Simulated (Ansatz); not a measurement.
Geometry optimisation, Ansatz, RKS r2SCAN-D4/def2-SVP.

Input:

```yaml
crystal:
  periodic: [false, false, false]
  atoms:
    - { symbol: B, position_ang: [-0.87049, 0.30423, -0.6349] }
    - { symbol: C, position_ang: [-0.04072, 0.08543, 0.5244] }
    - { symbol: S, position_ang: [1.15896, -1.23451, 0.69829] }
    - { symbol: H, position_ang: [-1.66283, 1.21404, -0.62822] }
    - { symbol: H, position_ang: [-0.80194, -0.35574, -1.63217] }
    - { symbol: H, position_ang: [-0.07641, 0.64584, 1.46204] }
    - { symbol: H, position_ang: [2.29342, -0.65929, 0.21057] }
total_charge: -1
basis:
  gaussian: { orbitals: def2-SVP }
hamiltonian:
  xc: r2scan
  dispersion: d4
relax:
  f_tol: 0.015
  max_steps: 40
output:
  orbitals: {}
```

Run as:

```bash
$ ansatz run input.yaml --threads 1 --pin off --max-ram 2048MiB --backend cpu --events-out ev --progress --plain --runs-dir out
```

Question: Where does it end, and by what steps?

Answer: The run converged. Limits of this set-up: an anion without diffuse functions, the dipole of an ion depends on the origin. After 7 steps the energy has fallen by 0.051 eV; H7 moved furthest, 0.23 Å.

| step | energy less start (eV) | largest force component (eV/Å) | accepted |
| --- | --- | --- | --- |
| 0 | 0.0000 | 0.588 | yes |
| 1 | -0.0384 | 0.310 | yes |
| 2 | -0.0399 | 0.224 | yes |
| 3 | -0.0439 | 0.114 | yes |
| 4 | -0.0341 | 0.216 | no |
| 5 | -0.0503 | 0.045 | yes |
| 6 | -0.0509 | 0.022 | yes |
| 7 | -0.0509 | 0.014 | yes |

```xyz
7
Properties=species:S:1:pos:R:3
B -0.901 0.319 -0.644
C 0.012 0.101 0.477
S 1.156 -1.275 0.584
H -1.750 1.216 -0.586
H -0.876 -0.363 -1.668
H -0.021 0.679 1.416
H 2.381 -0.677 0.420
```

The run took 10 s on 1 thread of Intel(R) Xeon(R) 6975P-C (Granite Rapids), on a shared host, peak memory 0.15 GiB.
